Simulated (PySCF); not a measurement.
## EPR parameters of C5H10N

Species: C5H10N (doublet state).
Z-matrix (Å and degrees, GFN2-xTB geometry), rows numbered from 1:
```
C 
C   1  1.5296
C   2  1.4813  1  111.88
C   3  1.4730  2  122.22  1  -151.08
C   4  1.5167  3   99.05  2   -86.39
N   5  1.2572  4  127.75  3    94.90
H   1  1.0873  2  110.40  3   -57.88
H   1  1.0873  2  110.33  3    61.94
H   1  1.0872  2  110.48  3  -178.01
H   2  1.1017  1  108.00  3   121.37
H   2  1.0938  1  109.76  3  -122.42
H   3  1.0779  2  117.76  1    44.37
H   4  1.0913  3  112.41  2    30.74
H   4  1.0902  3  112.83  2   156.59
H   5  1.0845  4  115.30  3   -79.41
H   6  1.0184  5  115.55  4     5.13
```

The hyperfine couplings belong to this conformer and change with its torsions.

As a line formula: `[H]/N=C\C[CH]CC` [radical].

Level of theory: UKS B3LYP, pcH-1 on C H N, non-relativistic, mean-field spin-orbit, GIAO (PySCF 2.14.0). Isolated species at its GFN2-xTB geometry (one conformer only). Couplings are sensitive to structure, and on GFN2-xTB geometries they can be far from those on DFT ones. The SCF solution wasn't tested for stability.

| Item | Value |
| --- | --- |
| g1, g2, g3 | 2.00231, 2.00275, 2.00352 |
| g_iso | 2.00286 |
| Form of g | rhombic: the two nearest values differ by 37 % of g3 − g1 |
| ⟨S²⟩ | 0.7562 (exact 0.7500) |
| α and β electrons | 24, 23 |
| HOMO–LUMO gap, α and β orbitals | 5.47, 5.08 eV |
| Total energy | -251.24831 Eh |

Isotropic coupling and dipolar principal values T1 to T3, in 10⁻⁴ cm⁻¹; ρ(0) is the spin density at the nucleus (1 × 10⁻⁴ cm⁻¹ = 2.998 MHz):

| atom | isotope | a_iso | T1 | T2 | T3 | Mulliken spin population | ρ(0) (bohr⁻³) |
| --- | --- | --- | --- | --- | --- | --- | --- |
| C1 | 13C | 10.9 | -0.8 | -0.7 | 1.5 | 0.01 | 0.0290 |
| C2 | 13C | -9.6 | -0.6 | -0.1 | 0.7 | -0.08 | -0.0257 |
| C3 | 13C | 32.0 | -25.6 | -25.2 | 50.8 | 0.97 | 0.0854 |
| C4 | 13C | -8.9 | -1.0 | 0.2 | 0.8 | -0.07 | -0.0237 |
| C5 | 13C | 23.7 | -3.9 | -0.9 | 4.9 | 0.00 | 0.0632 |
| N6 | 14N | 1.3 | -1.9 | -1.6 | 3.5 | 0.10 | 0.0118 |
| H7 | 1H | -0.6 | -1.0 | -0.9 | 1.9 | 0.00 | -0.0004 |
| H8 | 1H | -0.8 | -1.4 | -0.8 | 2.2 | 0.00 | -0.0005 |
| H9 | 1H | 1.1 | -0.7 | -0.5 | 1.2 | 0.00 | 0.0007 |
| H10 | 1H | 42.2 | -1.6 | -1.0 | 2.6 | 0.06 | 0.0283 |
| H11 | 1H | 6.4 | -1.6 | -1.2 | 2.8 | 0.01 | 0.0043 |
| H12 | 1H | -19.2 | -12.1 | 0.0 | 12.1 | -0.04 | -0.0129 |
| H13 | 1H | 6.7 | -1.6 | -1.1 | 2.6 | 0.01 | 0.0045 |
| H14 | 1H | 16.2 | -1.5 | -1.4 | 2.9 | 0.02 | 0.0109 |
| H15 | 1H | -0.3 | -1.1 | -1.0 | 2.0 | 0.00 | -0.0002 |
| H16 | 1H | -0.4 | -1.3 | -0.5 | 1.8 | 0.00 | -0.0003 |

The Mulliken spin populations are largest on C3 (+0.97), N6 (+0.10), C2 (-0.08) and C4 (-0.07). C3 is the only atom above +0.15. The positive populations add up to 1.20 and the negative ones to -0.20, together 2S = 1. The angles at C3 add up to 358.2°, so it is nearly planar; its axial dipolar tensor and the negative coupling of its proton fit spin in a p orbital normal to that plane.

Axes: g2 points within 13° of the C3–C4 bond.

Under fast tumbling the dipolar parts average out, and these isotropic splittings remain: 2 × 1H (H10/H11, I = 1/2, 3 lines) with 2.60 mT, 1 × 1H (H12, I = 1/2, 2 lines) with 2.05 mT, 2 × 1H (H13/H14, I = 1/2, 3 lines) with 1.23 mT, 1 × 14N (N6, I = 1, 3 lines) with 0.14 mT and 1 × 1H (H16, I = 1/2, 2 lines) with 0.04 mT.

Nuclei that the bonding pattern makes equivalent are averaged, as if the motion that swaps them (rotation, inversion, ring flip) were fast. The 1H value of +72.8 MHz is a mean of couplings from 19.2 to 126.5 MHz in this one geometry, not an average over conformers. The 1H value of +34.4 MHz is a mean of couplings from 20.2 to 48.5 MHz in this one geometry, not an average over conformers.

The 13C coupling of C3 (96.0 MHz) shows only in satellite lines or after enrichment, since that isotope makes up about 1.07 % of natural carbon.

The spin density at the nucleus, in bohr⁻³, is negative for C2 (-0.0257), C4 (-0.0237) and H12 (-0.0129), for instance. A restricted open-shell determinant has no negative spin density anywhere; here it arises because α and β orbitals differ (spin polarisation).
